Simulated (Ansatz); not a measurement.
## Diamond-structure Si

Method: PBE (Ansatz, a quantum-chemistry and plane-wave program, PAW).

Run with plane-wave cutoff 520 eV, 12×12×12 k mesh, Fermi–Dirac smearing 0.01 eV, scalar-relativistic PAW data made under PBE.

Cell: relaxed at this level.

| Property | Value |
|---|---|
| equilibrium volume per atom | 20.46 Å³/atom |
| bulk modulus | 88.7 GPa |
| lattice parameter a | 5.470 Å |
| band gap | 0.61 eV (indirect) |
| smallest direct gap on the k points sampled | 2.55 eV |
| width of the whole s-p valence band | 11.81 eV |
| pressure derivative B′ of the bulk modulus | 4.3 |

Measured, for comparison: equilibrium volume per atom 19.91 Å³/atom, lattice constant a 5.421 Å (static lattice: zero-point anharmonic expansion removed; as tabulated in Mejia-Rodriguez and Trickey (2018), arXiv:1807.09216); bulk modulus 101 GPa (0 K value with zero-point phonon effects removed; as tabulated in Sun et al. (2011), doi:10.1103/physrevb.84.035117). Computed (rounded) less measured: equilibrium volume per atom +2.8 %, bulk modulus -12 %, lattice constant a +0.9 %.

The computed numbers hold no vibrational or temperature effects.

Cost on a shared machine: about 17 core-seconds (a rough figure).
